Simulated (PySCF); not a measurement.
# Mayer bond orders and bond lengths

Species: CH₈Si₂.
SMILES with atom numbers: `[CH3:1][SiH2:2][SiH3:3]` (hydrogens: H4, H5, H6 on C1; H7, H8 on Si2; H9, H10, H11 on Si3)

Cartesian coordinates in Å at the GFN2-xTB level; atoms count from 1:
```xyz
11
CH8Si2 angstrom
C     -1.571    0.706    0.074
Si    -0.368   -0.761    0.211
Si     1.796   -0.088   -0.241
H     -2.594    0.407    0.282
H     -1.311    1.494    0.775
H     -1.552    1.136   -0.923
H     -0.521   -1.325    1.563
H     -0.846   -1.803   -0.713
H      1.942    0.472   -1.588
H      2.269    0.950    0.681
H      2.762   -1.186   -0.147
```

Bond orders from the PBE0/pcSseg-1 density (PySCF). Isolated species at its GFN2-xTB geometry, gas phase.

**Question.** How far do the computed orders between heavy atoms stray from the drawn ones?

**Answer.** The largest departure is 0.075, at Si2–Si3 (drawn single, 0.925).

**Question.** Set the Mayer orders of the bonds beside their lengths.

**Answer.** 
```csv
bond,drawn as,length (Å),Mayer order
C1–Si2,single,1.902,0.951
Si2–Si3,single,2.311,0.925
C1–H4,single,1.086,0.960
C1–H5,single,1.087,0.959
C1–H6,single,1.087,0.959
Si2–H7,single,1.472,0.932
Si2–H8,single,1.472,0.932
Si3–H9,single,1.467,0.930
Si3–H10,single,1.467,0.930
Si3–H11,single,1.465,0.934
```

**Question.** Sum the orders of all bonds at each heavy atom with more than one neighbour and set the sums beside the valence in the SMILES.

**Answer.** C1 3.829 (drawn 4), Si2 3.740 (drawn 4), Si3 3.719 (drawn 4). Orders between atoms that aren't bonded are not in these sums.

The Mayer order sums products of elements of PS (density times overlap matrix) between the two atoms' basis functions, so it depends on the basis set.
